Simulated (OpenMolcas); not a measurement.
# C2H3N (SMILES C#CN): levels of theory compared

Wanted: a comparison of 6 runs (B3LYP/6-31G*, M06-2X/pcseg-1, r2SCAN/cc-pVDZ, MP2/cc-pVTZ, SOS-MP2/jul-cc-pV(D+d)Z, CCSD(T)/6-31G**) of C2H3N. 

The results are computed with OpenMolcas 26.06.

8 further runs of the same task are left out: 8 set aside as unsound or not needed.

### Step 1. The structure to begin with

C2H3N has 6 atoms, charge 0, and is taken as a singlet. SMILES: `C#CN`. Geometry: relaxed at PBE0-D4/def2-TZVP.

Bond lengths: C1–C2 1.202 Å, C2–N3 1.344 Å, C1–H4 1.063 Å, N3–H5 1.009 Å, N3–H6 1.009 Å. Angles: C1–C2–N3 177.2°, C2–C1–H4 179.7°, C2–N3–H5 115.0°, C2–N3–H6 115.0°, H5–N3–H6 112.2°.

### Step 2. Energy and gradient at B3LYP/6-31G(d) (spherical functions) (run 1)

File calc.inp:

```
&gateway
 baslib
 $CurrDir
 coord
 6
 angstrom
 C       -1.168700      -0.477700      -0.707000
 C       -0.183100      -0.153000      -0.100700
 N        0.923600       0.147300       0.599600
 H       -2.040400      -0.760400      -1.244800
 H        1.728200       0.390500       0.041600
 H        0.782500       0.789200       1.365100
 basis
 6-31Gs
 group
 NoSym

&seward
 gridinput
 Grid=UltraFine
 End of Grid

&scf
 ksdft
 B3LYP
 thresholds
 1e-10 1e-07 1e-07 1e-05
 prorbitals
 0

&alaska
```

The basis set 6-31G* is read from a file made from the Basis Set Exchange's data (not shown).

On the command line:

```
export MOLCAS_MEM=1860
pymolcas calc.inp > calc.log
```

The program printed:

```text
--- Start Module: gateway ---
[...]
--- Stop Module: gateway /rc=_RC_ALL_IS_WELL_ ---
[...]
      Basis functions           48
[...]
--- Start Module: scf ---
[...]
       Convergence after  14 Iterations
[...]
::    Total KS-DFT energy                            -132.6748832974
[...]
      Total spin, S                                     0.0000000000
[...]
      Total electronic charge=   22.000000
      Total            charge=   -0.000000
[...]
      Dipole Moment (debye):
      Origin of the operator (angstrom)=   -0.0686   -0.1239   -0.0276
                   X=  1.0729E+00               Y=  1.4983E+00               Z=  3.1512E-01           Total=  1.8696E+00
      Quadrupole Moment (debye*angstrom):
[...]
--- Stop Module: scf /rc=_RC_ALL_IS_WELL_ ---
[...]
--- Start Module: alaska ---
[...]
 *              Molecular gradients               *
 **************************************************
  Irreducible representation: a
 ------------------------------------------------------------------------------------------
                              X                       Y                       Z
 ------------------------------------------------------------------------------------------
  C1                1.31483498792484E-02    4.46945452071290E-03    8.05608079747255E-03
  C2               -3.38655827014911E-03   -1.26360611448462E-03   -2.04139518177504E-03
  N3               -6.34688431289376E-03    2.32133898115505E-03   -5.25595615799901E-03
  H4                1.05597592777551E-03    1.05114487728208E-04    7.18493829983791E-04
  H5               -4.08417871040934E-03   -2.04171277172949E-03    1.84518956954638E-03
  H6               -3.86704513616665E-04   -3.59058910339272E-03   -3.32241285724688E-03
 ------------------------------------------------------------------------------------------
[...]
```

It took 11 s on 1 thread of Arm Neoverse V2, shared host; peak memory 0.38 GiB.

### Step 3. Energy and forces at M06-2X/pcseg-1 (run 2)

File run.inp:

```
* C2H3N Kohn-Sham DFT

&GATEWAY
 BasLib=$CurrDir
 Coord
 6
 angstrom
 C       -1.168700      -0.477700      -0.707000
 C       -0.183100      -0.153000      -0.100700
 N        0.923600       0.147300       0.599600
 H       -2.040400      -0.760400      -1.244800
 H        1.728200       0.390500       0.041600
 H        0.782500       0.789200       1.365100
 Basis=pcseg-1
 Group=NoSym

&SEWARD
 GridInput
 Grid=UltraFine
 End of Grid

&SCF
 KSDFT=M062X
 Thresholds=1e-10 1e-07 1e-07 1e-05
 PrOrbitals=1 1

&ALASKA
```

The basis set pcseg-1 is read from a file made from the Basis Set Exchange's data (not shown).

On the command line:

```
export MOLCAS_MEM=1860
pymolcas run.inp > run.log
```

The program printed:

```text
--- Start Module: gateway ---
[...]
--- Stop Module: gateway /rc=_RC_ALL_IS_WELL_ ---
[...]
      Basis functions           57
[...]
--- Start Module: scf ---
[...]
       Convergence after  14 Iterations
[...]
::    Total KS-DFT energy                            -132.6018338926
[...]
      Total spin, S                                     0.0000000000
[...]
      Total electronic charge=   22.000000
      Total            charge=   -0.000000
[...]
      Dipole Moment (debye):
      Origin of the operator (angstrom)=   -0.0686   -0.1239   -0.0276
                   X=  1.0777E+00               Y=  1.4752E+00               Z=  3.2552E-01           Total=  1.8557E+00
      Quadrupole Moment (debye*angstrom):
[...]
--- Stop Module: scf /rc=_RC_ALL_IS_WELL_ ---
[...]
--- Start Module: alaska ---
[...]
 *              Molecular gradients               *
 **************************************************
  Irreducible representation: a
 ------------------------------------------------------------------------------------------
                              X                       Y                       Z
 ------------------------------------------------------------------------------------------
  C1                3.65455597828301E-03    7.55693199095298E-04    2.39418856814844E-03
  C2               -1.89999292304677E-04   -1.56648974072526E-04   -9.35562958847003E-05
  N3               -5.25161384696649E-03    2.28111620368887E-03   -4.46101241031371E-03
  H4                4.18217092854256E-03    1.43064396826720E-03    2.55219181439270E-03
  H5               -3.34304051371870E-03   -1.25602244042033E-03    2.80292669018500E-03
  H6                9.47926746176053E-04   -3.05478195655695E-03   -3.19473836651341E-03
 ------------------------------------------------------------------------------------------
[...]
```

Run time: 16 s. Hardware: 1 thread of Arm Neoverse V2, shared host; peak memory 0.39 GiB.

Runs 3 to 5 aren't shown in full; the table further down has their settings and results.

### Step 4. A single-point energy at CCSD(T)/6-31G(d,p) (Cartesian functions) (run 6)

File test.inp:

```
* C2H3N CCSD(T)
&GATEWAY
Coord
6
angstrom
C       -1.168700      -0.477700      -0.707000
C       -0.183100      -0.153000      -0.100700
N        0.923600       0.147300       0.599600
H       -2.040400      -0.760400      -1.244800
H        1.728200       0.390500       0.041600
H        0.782500       0.789200       1.365100
Basis=6-31G**
Group=NoSym
&SEWARD
&SCF
PrOrbitals=0
&RASSCF
FileOrb=$Project.ScfOrb
Spin=1
Nactel=0 0 0
Inactive=11
Ras2=0
OutOrbitals=Canonical
OrbListing=Few
&MOTRA
JobIph
Frozen=3
&CCSDT
CCT
Triples=2
Iterations=50
Extrapolation=5 4
```

On the command line:

```
export MOLCAS_MEM=300
pymolcas test.inp > test.log
```

The program printed:

```text
--- Start Module: gateway ---
[...]
--- Stop Module: gateway /rc=_RC_ALL_IS_WELL_ ---
[...]
      Basis functions           60
[...]
       Convergence after  12 Iterations
[...]
::    Total SCF energy                               -131.8547777182
[...]
      Total spin, S                                     0.0000000000
[...]
      Number of active orbitals                  0
[...]
      Spin quantum number                      0.0
[...]
      Active orbitals                            0
[...]
      Number of CSFs                             1
[...]
      Number of root(s) required                 1
[...]
      Convergence after  4 iterations
[...]
      Natural orbitals and occupation numbers for root  1
      ************************************************************************************************************************
      *                                                    Final results                                                     *
      ************************************************************************************************************************
[...]
::    RASSCF root number  1 Total energy:   -131.85477772
[...]
      Total electronic charge=   22.000000
      Total            charge=   -0.000000
[...]
      Dipole Moment (debye):
      Origin of the operator (angstrom)=   -0.0686   -0.1239   -0.0276
                   X=  9.3766E-01               Y=  1.5134E+00               Z=  2.1394E-01           Total=  1.7932E+00
      Quadrupole Moment (debye*angstrom):
[...]
--- Start Module: motra ---
[...]
--- Stop Module: motra /rc=_RC_ALL_IS_WELL_ ---
--- Start Module: ccsdt ---
[...]
      Convergence after                    14  Iterations
      Total energy (diff) :    -132.30051521       0.00000004
[...]
 METHOD                       : CCSD+T(CCSD)+<T3(1)WT1> = CCSD(T)
[...]
       CCSD     =      -132.3005152098315
[...]
```

Run time: 9.3 s. Hardware: 1 thread of Arm Neoverse V2, shared host; peak memory 0.22 GiB.

### Step 5. Overview of the runs

```csv
run,level,task,integration grid,energy (Eh),dipole moment (D) of the reference,HOMO energy (eV),LUMO energy (eV),wall time
1,B3LYP/6-31G* (spherical functions),gradient,UltraFine,-132.674883,1.87,-5.81,1.77,11 s
2,M06-2X/pcseg-1,gradient,UltraFine,-132.601834,1.86,-7.74,1.71,16 s
3,r2SCAN/cc-pVDZ,gradient,UltraFine,-132.610138,2.00,-5.23,0.97,18 s
4,MP2/cc-pVTZ,energy,–,-132.418207,1.78,-9.35,3.52,22 s
5,SOS-MP2/jul-cc-pV(D+d)Z (Cholesky decomposition),energy,–,-132.288332,1.74,-9.40,1.51,4.5 s
6,CCSD(T)/6-31G** (Cartesian functions),energy,–,-132.316641,1.79,-9.12,5.80,9.3 s
```

### Step 6. What came out

| quantity | value |
| --- | --- |
| run 6: total energy | -132.31664 Eh |
| run 6: dipole moment (mean-field density) | 1.79 D |
| run 6: HOMO energy (Hartree–Fock orbitals) | -9.12 eV |
| run 6: LUMO energy (Hartree–Fock orbitals) | 5.80 eV |
| run 6: HOMO–LUMO gap (Hartree–Fock orbitals) | 14.92 eV |
| run 6: correlation energy (3 core orbitals frozen) | -461.9 mEh |
| run 6: (T) correction | -16.13 mEh |

In words: Over runs 1, 2, 3 the dipole moment (its size) runs from 1.86 D (M06-2X/pcseg-1) to 2.00 D (r2SCAN/cc-pVDZ). The two ends differ in method and basis. Over runs 1, 2, 3 the HOMO–LUMO gap runs from 6.20 eV (r2SCAN/cc-pVDZ) to 9.45 eV (M06-2X/pcseg-1). Totals of different functionals can't be ranked against each other. All runs together took 81 s, the longest 22 s.
